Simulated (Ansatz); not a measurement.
**Relaxing GaH**

Computed with Ansatz, DFT PBE, scalar-relativistic, plane waves, PAW.

The start puts GaH on the wurtzite structure type (P6_3mc, No. 186), with Ga in place of Zn, H in place of O, at a guessed volume.

Input of the last, converged step (default PAW datasets):

```yaml
crystal:
  lattice:
    - [2.8548070125, 0.0, 0.0]
    - [-1.4274035062, 2.4723353958, 0.0]
    - [0.0, 0.0, 6.7557341468]
  atoms:
    - { symbol: Ga, position: [0.3333333333, 0.6666666667, 0.0588973164] }
    - { symbol: Ga, position: [0.6666666667, 0.3333333333, 0.5588973164] }
    - { symbol: H, position: [0.3333333333, 0.6666666667, 0.3232026836] }
    - { symbol: H, position: [0.6666666667, 0.3333333333, 0.8232026836] }
basis:
  ecutwfc: 420
kpoints:
  mp_grid: { grid: [18, 18, 8] }
hamiltonian:
  xc: pbe
scf:
  occupations: { method: gaussian, width: 0.1 }
output:
  forces: true
  stress: true
  eigenvalues: true
relax:
  adjacent_minimum: "off"
  f_tol: 0.01
  max_steps: 80
  cell: { stress_tol: 0.05 }
```

Launched as:

```bash
ansatz run input.yaml --threads 1 --pin off --max-ram 2560MiB --backend cpu --events-out ev --progress --plain --runs-dir out
```

Time: 45 s on 1 thread of Arm Neoverse V1 (shared host), peak memory 0.45 GiB.

The program printed at the end:

```
SCF converged after 8 iterations
Free energy (F): -7596.107535 eV
Harris-Foulkes:  -7596.107535 eV  (|F-HF|=9.09e-13)
Internal energy: -7596.101558 eV  (E = F + TS)
E sigma→0 (E₀):  -7596.104547 eV
Entropy (-TS):   -0.005977 eV (-1.494 meV/atom)
Fermi energy:    7.735046 eV
--- Per-component energies (eV) ---
  E_band       = -121.583638
  E_kinetic    = 254.993792
  E_local      = -3913.302581  (includes V_loc(G=0)·N_el)
  E_nonlocal   = 848.378454
  E_hartree    = 1820.940965
  E_xc         = -155.623875
  E_vxc        = -138.220669  (∫ρ·V_xc dr)
  E_paw        = -3973.655434  (= ΣΔE_a)
  E_vpaw       = -815.312430  (= ΣTr[D̂ρ^β])
  E_aug_tail   = -0.002135  (compensation charges beyond the density's cutoff)
  E_ewald      = -2477.830745
  E_smearing   = -0.005977  (= −TS)
  E_closure    =  0.000000  (closes the sum)
  Σ components = -7596.107535   (vs F -7596.107535, Δ=0.00e0)
--- Forces (eV/Å), atoms counted from 1 ---
  atom   1  Ga     0.00000000     0.00000000     0.00577972
  atom   2  Ga     0.00000000     0.00000000     0.00577972
  atom   3  H      0.00000000     0.00000000    -0.00577970
  atom   4  H      0.00000000     0.00000000    -0.00577970
  max |Σ_I F_I| component: 2.87e-8 eV/Å
--- Stress (GPa, compression-positive) ---
       -0.014762       0.000000       0.000000
        0.000000      -0.014762       0.000000
        0.000000       0.000000       0.030432
  P = ⅓ Tr σ = 0.0003 GPa (0.003 kbar)
--- Relaxed structure (1 steps of the walk, 1 accepted, 1 SCFs on fresh bases) ---
  F+E_penalty+E_count = -7596.10753508 eV   max|allowed force component| = 5.780e-3 eV/Å   (the final SCF, on the basis selected at the relaxed cell)
  cell:  # Å, volume = 47.6822 Å³
    - [2.854807, 0.000000, 0.0]
    - [-1.427404, 2.472335, 0.0]
    - [0.0, 0.0, 6.755734]
  atoms:
    - { symbol: Ga, position: [0.333333, 0.666667, 0.058897] }
    - { symbol: Ga, position: [0.666667, 0.333333, 0.558897] }
    - { symbol: H, position: [0.333333, 0.666667, 0.323203] }
    - { symbol: H, position: [0.666667, 0.333333, 0.823203] }
```

Absolute energies hang on the potentials; compare differences alone.

The result has space group P6_3mc (No. 186). Ga is coordinated by 1 H at 1.79 Å; H is coordinated by 1 Ga at 1.79 Å.

Against the elements it lies at 0.42 eV/atom. Formation energies are uncorrected and refer to the elements' standard structures at the same level (H₂ as a molecule).

The k mesh leaves about 4 meV/atom of noise in metals. Weakly bound directions are ill-defined at this level, which has no dispersion term.

Symmetry constrained the relaxation, so the result can be a saddle point.